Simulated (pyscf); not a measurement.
SiH₄ + HF + HF → F–SiH₃ + H₂ + HF, a multi-bond step (singlet surface; H–Si, F–H, F–H broken, F–Si, H–H, F–H formed). Single points on ωB97X-D3(BJ)/def2-SVP structures (PySCF, gas phase). Energies in kJ/mol from the separated reactants.

Small-basis levels: PySCF, no dispersion term, spherical d functions. AM1 to PM7: differences of heats of formation from MOPAC, which are fitted to 298 K values and so differ in kind from electronic energies by zero-point and thermal terms. 

```json
[
 {"level": "HF/3-21G", "barrier": "107.5", "reaction energy": "-129.8"},
 {"level": "BP86/6-31G*", "barrier": "18.8", "reaction energy": "-132.2"},
 {"level": "B3LYP/3-21G", "barrier": "-48.5", "reaction energy": "-152.4"},
 {"level": "B3LYP/LANL2DZ", "barrier": "107.7", "reaction energy": "-55.9"},
 {"level": "B3LYP/6-31G*", "barrier": "45.4", "reaction energy": "-138.7"},
 {"level": "M06-2X/6-31G*", "barrier": "53.8", "reaction energy": "-136.9"},
 {"level": "PM3", "barrier": "311.9", "reaction energy": "-162.3"},
 {"level": "ωB97M-D3(BJ)/def2-TZVP", "barrier": "92.5", "reaction energy": "-108.3"}
]
```

Against the last row the barrier runs from -140.9 (B3LYP/3-21G) to +219.4 kJ/mol (PM3). At B3LYP/3-21G this geometry lies under one side, so the entry may be no barrier of that level: it is a single point on another level's saddle. ωB97M-D3(BJ)/def2-TZVP has limits of its own. On the reactant side the descent ends in a bound adduct, 35.9 kJ/mol under the separated species and 130.4 kJ/mol under the saddle at ωB97X-D3(BJ)/def2-TZVP. On the product side the descent ends in a complex (not fully relaxed), 23.8 kJ/mol under the separated species and 226.9 kJ/mol under the saddle at ωB97X-D3(BJ)/def2-TZVP. This is the saddle that the search found; another between the same sides may lie lower.
